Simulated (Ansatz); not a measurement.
Input file:

```yaml
crystal:
  periodic: [false, false, false]
  atoms:
    - {symbol: Si, position_ang: [0.000000, 0.000000, 0.000000]}
    - {symbol: Si, position_ang: [0.000000, 0.000000, 2.044000]}
basis:
  gaussian: {orbitals: cc-pVDZ}
magnetization: {spin_polarized: true, initial_magnetization: 2}
correlation: {method: ccsd_t, electrons: outside_noble_gas}
```

```sh
$ ansatz run in.yaml --threads 1 --pin off --events-out ev --progress --plain --max-ram 2393MiB
```

Output:

```
370 factors; integrals over basis functions are off by at most 9.9e-4 eV
mean field evaluation 1: about -15720.4408 eV, gradient 4.5e0 eV
mean field evaluation 2: about -15720.6448 eV, gradient 4.6e0 eV
mean field evaluation 4: about -15720.9810 eV, gradient 3.6e-1 eV
mean field evaluation 8: about -15720.9860 eV, gradient 1.0e-4 eV
mean field evaluation 16: about -15721.0298 eV, gradient 5.1e-1 eV
mean field evaluation 32: about -15721.2662 eV, gradient 3.5e-2 eV
mean field evaluation 64: about -15721.2666 eV, gradient 2.0e-7 eV
mean field evaluation 96: about -15720.9860 eV, gradient 5.9e-5 eV
mean field evaluation 128: about -15721.2665 eV, gradient 2.3e-6 eV
mean field evaluation 160: about -15720.2788 eV, gradient 6.1e0 eV
mean field evaluation 192: about -15721.2640 eV, gradient 1.4e-1 eV
mean field evaluation 224: about -15721.2664 eV, gradient 1.5e-2 eV
mean field evaluation 256: about -15720.9714 eV, gradient 6.6e-1 eV
mean field evaluation 288: about -15719.1293 eV, gradient 1.1e0 eV
mean field evaluation 320: about -15719.1547 eV, gradient 3.9e-1 eV
mean field evaluation 352: about -15717.9685 eV, gradient 1.8e-1 eV
mean field evaluation 384: about -15718.0069 eV, gradient 1.2e-3 eV
mean field evaluation 416: about -15717.3180 eV, gradient 5.5e0 eV
mean field evaluation 448: about -15719.2241 eV, gradient 9.7e-3 eV
mean field evaluation 480: about -15719.1945 eV, gradient 1.2e-2 eV
mean field evaluation 512: about -15717.8024 eV, gradient 1.2e-2 eV
mean field evaluation 544: about -15720.6165 eV, gradient 6.1e0 eV
mean field evaluation 576: about -15719.1348 eV, gradient 1.2e0 eV
mean field evaluation 608: about -15719.1945 eV, gradient 8.4e-4 eV
mean field evaluation 640: about -15721.2665 eV, gradient 2.3e-6 eV
mean field evaluation 672: about -15719.1321 eV, gradient 6.3e-1 eV
mean field evaluation 704: about -15717.7950 eV, gradient 3.8e-4 eV
mean field -15721.26662473 eV, -577.7458922016 hartree, gradient 4.6e-8 eV, S^2 2.019070; 21 other end points of the search recorded, 0 dependent functions left out
determinant -15721.26662473 eV, -577.7458922016 hartree, with singles and doubles -15725.48657453 eV, -577.9009724962 hartree
determinant -15721.26652858 eV, -577.7458886680 hartree, with singles and doubles -15725.48238142 eV, -577.9008184025 hartree
determinant -15720.98598179 eV, -577.7355787639 hartree, with singles and doubles -15725.64548320 eV, -577.9068122823 hartree
determinant -15719.22415426 eV, -577.6708327963 hartree, with singles and doubles -15723.07812002 eV, -577.8124634258 hartree
determinant -15719.19450239 eV, -577.6697431102 hartree, with singles and doubles -15722.97035735 eV, -577.8085032206 hartree
determinant -15718.00690440 eV, -577.6260996890 hartree, with singles and doubles -15722.03666234 eV, -577.7741905619 hartree
determinant -15717.80243461 eV, -577.6185855630 hartree, with singles and doubles -15722.68833308 eV, -577.7981390198 hartree
determinant -15717.79496907 eV, -577.6183112092 hartree, with singles and doubles -15722.67513965 eV, -577.7976541701 hartree
determinant -15721.26662473 eV, -577.7458922016 hartree, with singles and doubles -15725.48177938 eV, -577.9007962777 hartree
determinant -15721.26652858 eV, -577.7458886680 hartree, with singles and doubles -15725.48230359 eV, -577.9008155422 hartree
determinant -15720.98598179 eV, -577.7355787639 hartree, with singles and doubles -15725.64538806 eV, -577.9068087859 hartree
mean field evaluation 736: about -15720.9860 eV, gradient 5.5e-3 eV
10 core orbitals not correlated: weight in the atoms' cores, before any rotation towards them, 1.000 or more for the frozen orbitals, at most 0.000 for the correlated occupied ones
reference -15720.98598179 eV, -577.7355787639 hartree; 5, 3 occupied and 21, 23 virtual orbitals, 370 factors
second order -3.92046100 eV of doubles, -0.00000000 eV of singles
cycle   1  -4.65940750 eV  change   -1.2e-6 eV  update   1.2e-6
perturbative correction -0.28020725 eV, -0.0102974267 hartree
Total energy: -15725.92559655 eV, -577.9171062579 hartree
```

For the same geometry and basis UCCSDT(Q) lies 68.8 meV lower.

Ran on 1 thread of Arm Neoverse V1, shared host: 4.2 s wall, 0.17 GiB peak host memory.
